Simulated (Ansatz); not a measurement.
# fcc against bcc along the 5d metals

Level of theory: Ansatz 0.2.0, DFT, BLYP, plane waves (420 eV) with PAW, scalar-relativistic. (PAW data from PBE, frozen cores regenerated.)

Each structure is relaxed within its symmetry, in the lowest magnetic state of the tried starts. Differences under about 8 meV lie within the error of the k-point mesh.

| element | E(fcc) − E(bcc) (meV/atom) | V(fcc) (Å³/atom) | V(bcc) (Å³/atom) | state of fcc | state of bcc |
| --- | --- | --- | --- | --- | --- |
| Lu | -111 | 29.69 | 30.23 | spin not included | spin not included |
| Hf | -105 | 23.17 | 22.90 | spin not included | spin not included |
| Ta | 229 | 19.39 | 18.89 | spin not included | spin not included |
| W | 444 | 17.02 | 16.69 | spin not included | spin not included |
| Re | ? | ? | ? | ? | ? |
| Os | -699 | 14.98 | 15.48 | spin not included | spin not included |
| Ir | -562 | 15.26 | 15.88 | spin not included | spin not included |
| Pt | -73 | 16.65 | 16.86 | spin not included | spin not included |
| Au | -11 | 19.46 | 19.55 | spin not included | spin not included |

(1) Fill in the row of Re.

## Answers

(1) E(fcc) − E(bcc) (meV/atom): -242; V(fcc) (Å³/atom): 15.59; V(bcc) (Å³/atom): 15.70; state of fcc: spin not included; state of bcc: spin not included.
